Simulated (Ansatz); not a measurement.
bcc Na, treated with PBE-D4 (Ansatz, an electronic-structure program, plane waves, PAW).

Run with plane-wave cutoff 520 eV, 18×18×18 k mesh, Fermi–Dirac smearing 0.05 eV, scalar-relativistic PAW data made under PBE.

Pressure at four volumes; x = ln(V/36.702 Å³). One pressure is withheld.

| V (Å³/atom) | x | P (GPa) |
|---|---|---|
| 34.500 | -0.0619 | 0.543 |
| 36.702 | 0.0000 | -0.002 |
| 38.170 | 0.0392 | -0.288 |
| 38.904 | 0.0583 | ? |

Task: Pass a parabola P(x) through the three rows shown, estimate the bulk modulus and its pressure derivative near zero pressure, and predict the withheld pressure.

Result: Slopes between the rows: (-0.002 − (0.543))/(0.0000 − (-0.0619)) = -8.80 and (-0.288 − (-0.002))/(0.0392 − (0.0000)) = -7.30 GPa. Their difference over the span 0.1011 is c = 1.50/0.1011 = 14.8 GPa, so P(x) = 0.543 + (-8.80)(x − (-0.0619)) + 14.8 (x − (-0.0619))(x − (0.0000)). At the middle row B = −dP/dx = −[-8.80 + 14.8 × 0.0619] = 7.9 GPa, and B′ = dB/dP = 2c/B = 3.7. At x = 0.0583 the parabola gives -0.411 GPa; the run gives -0.413 GPa. The Birch–Murnaghan fit to the energies at all volumes has B0 = 7.87 GPa and B′ = 3.7.

Measured, for comparison: bulk modulus 7.9 GPa (0 K value with the zero-point phonon effect removed, our sources range from 7.63 to 7.91; as tabulated in Mejia-Rodriguez and Trickey (2018), arXiv:1807.09216). Computed (rounded) less measured: bulk modulus -0.4 % (inside the range of the sources held).
